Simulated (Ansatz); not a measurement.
## How far each method lies from full CI for AsH⁺, quartet

Geometry: a PBE0/def2-TZVP stationary point for this spin. The doublet lies 1.7 eV lower here.

```xyz
2

As    0.0000    0.0000    0.0000
H     0.0000    0.0000    1.6414
```

Basis cc-pVTZ; Ansatz 0.2.0. Correlated methods freeze the noble-gas cores and the filled d shells of p-block atoms, which leaves 5 electrons in 43 orbitals. R marks a restricted (for open shells ROHF) determinant, U an unrestricted one. Active spaces: valence = (5e, 5o) chosen from the atoms' valence shells. No spin–orbit coupling is included, and no scalar relativity.

Full CI is exact within this basis and frozen core; it isn't the basis-set limit. The frozen core follows each run's orbitals, which can shift R against U totals by a few meV for light atoms and by up to 0.1 eV past Ca.

For open shells CISD is restricted-active-space CI with the open shells as a complete middle space.

```
UHF ⟨S²⟩                          : 3.764
T1 diagnostic (RCCSD)             : 0.0212
largest doubles amplitude (RCCSD) : 0.092
```

| level | E − E(full CI) (meV) | share of correlation (%) | wall time |
| --- | --- | --- | --- |
| RHF | 2497 | 0.00 | – |
| RMP2 | 528 | 78.87 | – |
| CISD | 75 | 96.99 | 1.1 s |
| RCCSD | 95 | 96.19 | – |
| RCCSD(T) | 19 | 99.26 | 1.7 s |
| BCCD(T) | 19 | 99.25 | 0.99 s |
| RCCSDT | 2 | 99.93 | – |
| RCCSDT(Q) | 0 | 100.01 | 7.5 s |
| CASSCF (valence space) | 1895 | 24.09 | – |
| NEVPT2 (valence space) | 448 | 82.07 | 0.9 s |
| NEVPT4(SD) (valence space) | 71 | 97.15 | 1.1 s |
| MRCISD (valence space) | 102 | 95.93 | – |
| MRCISD+Q (valence space) | 29 | 98.82 | 1.2 s |

The correlation energy at full CI, counted from RHF, is -2.497 eV. That run took 74 s on 1 thread of Arm Neoverse V2, shared host over 1,326,860 determinants.

Run but not shown, since their state or frozen core can't be matched to the reference's or they repeat it: UHF, UMP2, UCCSD, UCCSD(T), UCCSDT, UCCSDT(Q).

Times hold each run's SCF and search for its determinant on a shared host, so for small cases they say little of a method's own cost; they ran on 1 thread of Arm Neoverse V2.

The full-CI state has the irrep A2 of C2v, in the program's axes (one component, if the state is degenerate).

Natural occupations of full CI about the gap: 1.938 0.996 0.988 0.988 0.029 0.010 0.010 0.010 0.010 0.005; effectively unpaired electrons, Σ n²(2−n)², 3.02.
